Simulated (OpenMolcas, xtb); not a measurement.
A ladder of methods for C2H6B (SMILES [CH2]BC)

C2H6B has 9 atoms, charge 0, and is taken as a doublet. As SMILES, `[CH2]BC`. The shape is that of a PBE0-D4/def2-TZVP optimisation. This is one conformer, not always the lowest.

Each level gives the vertical energy of the quartet above the doublet (eV). The values are calculated.

```csv
level,kind,program,value (eV),CPU time (all runs)
GFN1-xTB,semi-empirical,xtb,6.63,under 2 s
UHF/6-311+G**,Hartree–Fock,OpenMolcas,6.87,40 s
USVWN5/6-311+G**,LDA,OpenMolcas,6.27,2.3 min
UBLYP/6-311+G**,GGA,OpenMolcas,6.43,3.7 min
UTPSS/6-311+G**,meta-GGA,OpenMolcas,6.41,5.6 min
UBHLYP/6-311+G**,global hybrid,OpenMolcas,6.97,3.4 min
```

The values span 6.27 to 6.97 eV. GFN1-xTB: no spin polarisation, so open shells miss the exchange term that lowers them. The upper state's dipole differs much between rows, so they may not all be the same state. CPU times are rough (shared hosts, several kinds of processor and program).
